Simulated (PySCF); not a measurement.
Donors bound to In(H)3. Isolated molecules, 0 K electronic values unless said otherwise. One relaxed conformer stands for each flexible species; it need not be the lowest. Strings in code marks are SMILES.

Quantity: vertical ionisation energy (energy after one electron is removed minus that of the parent at the parent's geometry), in eV.

A: `S`
B: [In(H)3(CH3OH)]
C: `CC#N`
D: [In(H)3(H2S)]
E: `O`
F: `CSC`

Order them by vertical ionisation energy (energy after one electron is removed minus that of the parent at the parent's geometry) (lowest first) at the level PBE0-D4/def2-TZVP // PBE0-D4/def2-SVP (PySCF).

F (8.58 eV), B (9.63 eV), D (9.77 eV), A (10.33 eV), C (12.15 eV), E (12.53 eV)
